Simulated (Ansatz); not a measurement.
Fluorite CdF2, treated with PBE0+SOC (PAW; Ansatz, a program for electronic structure).

The input as run:

Ansatz 0.2 input:
```yaml
crystal:
  lattice:
    - [-2.694, -2.694, 0.0]
    - [-2.694, 0.0, -2.694]
    - [0.0, -2.694, -2.694]
  atoms:
    - { symbol: Cd, position: [0.0, 0.0, 0.0] }
    - { symbol: F, position: [0.25, 0.25, 0.25] }
    - { symbol: F, position: [0.75, 0.75, 0.75] }
basis:
  ecutwfc: 460
  ecutrho_ratio: 4
  xc_grid: 2
kpoints:
  mp_grid: { grid: [8, 8, 8] }
hamiltonian:
  xc: pbe0
  dispersion: none
  pseudopotentials: { kind: paw }
scf:
  occupations: { method: fermi_dirac, width: 0.01 }
  convergence: { dr2_threshold: 0.0000000003 }
output:
  forces: true
  stress: true
  eigenvalues: true
magnetization:
  noncollinear: true
  spin_orbit: true
```

Task: How many irreducible k-points, plane waves at Γ does the program set up, and what pressure does the run end with?

Result: 29 irreducible k-points, 893 plane waves at Γ; P = 1.51 GPa, so the cell is compressed on average and its volume would grow at this level.

Output (set-up and result lines):

```
WARN output.stress: scf.exx.energy_threshold = 1e-6 eV is looser than the 3e-8 eV advised for a stress under a hybrid functional (1e-8 eV for each atom of the …
Crystal: 3 atoms, lattice volume = 39.104 Å³
Basis set: ecut = 460 eV, 893 PW (Γ), exchange–correlation on 54×54×54 points (8 copies of the dense FFT grid, shifted against one another)
Bands: 42, of which v1, the nominal top of the filled ones, is band 34 counted from 1 (33 counted from 0)
Symmetry: 48 space group operations + 48 with time reversal
k-points: 29 of 512
Initial density: superposition of atomic densities (chi_scale 0.1, normalization cell, long waves kept (reshape's long-wave potential 0.00 eV rms))
Functional: x = pbe(κ = 0.804, μ = 0.2195149727645171), c = pbe(β = 0.06672455060314922), warm-up for x = 0.75 pbe(κ = 0.804, μ = 0.2195149727645171) + 0.25 exact, c = pbe(β = 0.06672455060314922)
Crystal: 3 atoms, lattice volume = 39.104 Å³
Initial density: handed on by an earlier stage of this run
Functional: x = 0.75 pbe(κ = 0.804, μ = 0.2195149727645171) + 0.25 exact, c = pbe(β = 0.06672455060314922)
Crystal: 3 atoms, lattice volume = 39.104 Å³
SCF 3 converged in 8 iterations: F = -9874.275940 eV  dr2 = 1.48e-11
Free energy (F): -9874.275940 eV
Internal energy: -9874.275940 eV  (E = F + TS)
E sigma→0 (E₀):  -9874.275940 eV
Fermi energy:    7.470882 eV
--- Forces (eV/Å), atoms counted from 1 ---
  atom   1  Cd    -0.00000000     0.00000000    -0.00000000
  atom   2  F     -0.00000000    -0.00000000    -0.00000000
  atom   3  F      0.00000000     0.00000000    -0.00000000
--- Stress (GPa, compression-positive) ---
        1.510811      -0.000000      -0.000000
       -0.000000       1.510811       0.000000
        0.000000      -0.000000       1.510811
  P = ⅓ Tr σ = 1.5108 GPa (15.108 kbar)
```

The PAW data were made under PBE.

Note: cell and atoms aren't relaxed at this level (pressure 1.5 GPa).

The result took roughly 11 core-minutes.
